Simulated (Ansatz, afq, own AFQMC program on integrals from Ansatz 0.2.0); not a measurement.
# BCN, triplet: AFQMC among the cluster methods

```yaml
atoms:
  - { symbol: B, position_ang: [0.0000, 0.0000, -3.6243] }
  - { symbol: C, position_ang: [0.0000, 0.0000, 1.2277] }
  - { symbol: N, position_ang: [0.0000, 0.0000, 2.3965] }
```

Connectivity, by distances: B ··· C–N.

Basis cc-pVDZ. Only valence electrons are correlated. Integrals, coupled cluster, full CI and functionals: Ansatz 0.2.0; the random walks run on the same integrals in our own AFQMC program. ph-AFQMC/CISD is guided by a CISD state made of CCSD amplitudes; releasing the constraint for a short imaginary time cuts its bias at the price of noise, slowly where states lie close. Error bars are statistical, one sigma.

Determinant: ROHF, the one that the program's search chose, which needn't be the lowest solution. The geometry is a point of a scan.

No full CI on the walks' own integrals is used here; CCSDT(Q) serves as the reference and is uncertain by about the last step of the cluster series.

Cautions: lower spins were not checked; higher spins were not checked; a spin-contaminated unrestricted determinant lies lower (UHF 538 meV lower, ⟨S²⟩ 2.39); strong correlation (T1 0.050, weight of the determinant 0.79, largest double 0.13).

- T1 diagnostic: 0.0501
- weight of the determinant in the CISD state: 0.789
- size of the correlated space: 12 electrons in 39 orbitals

Reference: CCSDT(Q), correlation energy -9.777 eV. The released energy is read at 2.40 1/Eh (meV from the phaseless value at times in 1/Eh: -60 ± 42 at 0.24, -47 ± 36 at 0.51, -79 ± 43 at 0.99, -55 ± 45 at 1.62, -34 ± 62 at 2.40).

```
         level  E − E(reference) (meV)  share of correlation (%)
            HF                  9777.0                      0.00
           MP2                  1391.0                     85.77
          CCSD                   478.2                     95.11
       CCSD(T)                    80.5                     99.18
         CCSDT                    42.7                     99.56
   ph-AFQMC/HF           315.0 ± 104.3                     96.78
 ph-AFQMC/CISD            115.0 ± 34.3                     98.82
released AFQMC             81.3 ± 62.3                     99.17
```

A walk keeps the symmetry of its determinant, which the program's search chose and which needn't be the lowest solution, so a lower state of the same spin and another symmetry isn't excluded. Released energies are given only where the last usable release times agree within the noise; a slower fall can still hide under it.
